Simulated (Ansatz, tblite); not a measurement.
# (H2Al-mu-F)2 (Al₂H₄F₂): rung by rung

The task here is to estimate one member of a computed series from the others.

The runs use Ansatz 0.2.0, Gaussian basis; as each input shows.

Levels to be run: GFN1-xTB, GFN2-xTB, PBE-D4/def2-TZVP, r2SCAN-D4/def2-TZVP, CAM-B3LYP-D4/def2-TZVP, HF/def2-TZVP, revPBE-D4/def2-TZVP, BLYP-D4/def2-TZVP, B3LYP-D4/def2-TZVP, LDA/def2-TZVP, B97M-V/def2-TZVP, PBE-D4/def2-SVP, PBE0-D4/def2-SVP, HF/STO-3G, HF/6-31G, B3LYP-D4/6-31G, CCSD(T)/def2-TZVPP, MP2/def2-TZVP, RPA/def2-TZVP.

## The relaxed structure

The singlet was relaxed beforehand with PBE0-D4/def2-SVP.

8 atoms, charge 0, spin multiplicity 1.

Bond lengths: Al1–H2 1.576 Å, Al1–H3 1.576 Å, Al1–F4 1.846 Å, Al1–F8 1.846 Å, F4–Al5 1.846 Å, Al5–H6 1.576 Å, Al5–H7 1.576 Å, Al5–F8 1.846 Å. Angles: H2–Al1–H3 128.4°, H2–Al1–F4 109.5°, H2–Al1–F8 109.5°, H3–Al1–F4 109.5°, H3–Al1–F8 109.5°, F4–Al1–F8 79.6°, Al1–F4–Al5 100.4°, F4–Al5–H6 109.5°, F4–Al5–H7 109.5°, F4–Al5–F8 79.6°, H6–Al5–H7 128.4°, H6–Al5–F8 109.5°, H7–Al5–F8 109.5°, Al1–F8–Al5 100.4°.

PBE0-D4/def2-TZVP was run before; its log isn't repeated, and its numbers join the tables.

Set-up of the first run:

Tight binding, by tblite at 300 K electronic temperature and without a spin-polarisation term:

```python
tblite.interface.Calculator('GFN1-xTB', numbers, positions, charge=0, uhf=0).singlepoint()
```

Tight binding, by tblite at 300 K electronic temperature and without a spin-polarisation term:

```python
tblite.interface.Calculator('GFN2-xTB', numbers, positions, charge=0, uhf=0).singlepoint()
```

start.molden holds the orbitals of an earlier run on this state, given as this run's starting guess.

Input file in.yaml:

```yaml
crystal:
  periodic: [false, false, false]
  atoms:
    - {symbol: Al, position_ang: [-0.757671, 1.198660, -0.053526]}
    - {symbol: H, position_ang: [-2.270731, 1.073249, 0.369367]}
    - {symbol: H, position_ang: [0.024066, 2.482177, -0.528289]}
    - {symbol: F, position_ang: [-0.293841, -0.235720, -1.119605]}
    - {symbol: Al, position_ang: [0.757607, -1.198700, 0.053550]}
    - {symbol: H, position_ang: [2.270487, -1.071984, -0.369614]}
    - {symbol: H, position_ang: [-0.022997, -2.482937, 0.528216]}
    - {symbol: F, position_ang: [0.293069, 0.235245, 1.119891]}
basis:
  gaussian: {orbitals: def2-TZVP, initial_orbitals: start.molden}
hamiltonian: {xc: pbe, dispersion: d4}
scf: {omitted_lower_state_checks: [starts]}
output: {orbitals: {seedname: orbitals}}
```

Launch:

```sh
ansatz run in.yaml --threads 4 --pin off --events-out ev --progress --plain --max-ram 3916MiB
```

Steps of the session up to this table: PBE-D4/def2-TZVP; r2SCAN-D4/def2-TZVP; CAM-B3LYP-D4/def2-TZVP; HF/def2-TZVP; revPBE-D4/def2-TZVP; BLYP-D4/def2-TZVP; B3LYP-D4/def2-TZVP; LDA/def2-TZVP; B97M-V/def2-TZVP; PBE-D4/def2-SVP; PBE0-D4/def2-SVP; HF/STO-3G; HF/6-31G; B3LYP-D4/6-31G; CCSD(T)/def2-TZVPP; MP2/def2-TZVP; RPA/def2-TZVP.

One of the session's tables, all rows but one given; the rest of the session is left out.

```
                 level  HOMO (eV)  LUMO (eV)  gap (eV)
             HF/STO-3G          ?          ?         ?
              HF/6-31G     -11.99       2.24     14.23
          HF/def2-TZVP     -11.93       1.96     13.89
         LDA/def2-TZVP      -7.33      -1.80      5.52
       PBE-D4/def2-SVP      -7.25      -1.28      5.97
      PBE-D4/def2-TZVP      -7.30      -1.55      5.75
   revPBE-D4/def2-TZVP      -7.28      -1.43      5.85
     BLYP-D4/def2-TZVP      -7.23      -1.45      5.78
   r2SCAN-D4/def2-TZVP      -7.65      -1.08      6.56
      B97M-V/def2-TZVP      -7.74      -1.45      6.29
        B3LYP-D4/6-31G      -8.53      -0.80      7.73
    B3LYP-D4/def2-TZVP      -8.45      -0.99      7.46
      PBE0-D4/def2-SVP      -8.61      -0.46      8.15
     PBE0-D4/def2-TZVP      -8.63      -0.75      7.88
CAM-B3LYP-D4/def2-TZVP     -10.07       0.12     10.18
```

Estimate the missing values for HF/STO-3G.

As computed: HOMO (eV): -9.10; LUMO (eV): 10.97; gap (eV): 20.07. In the column «HOMO (eV)» it lies between CAM-B3LYP-D4/def2-TZVP (-10.07) and PBE0-D4/def2-TZVP (-8.63).
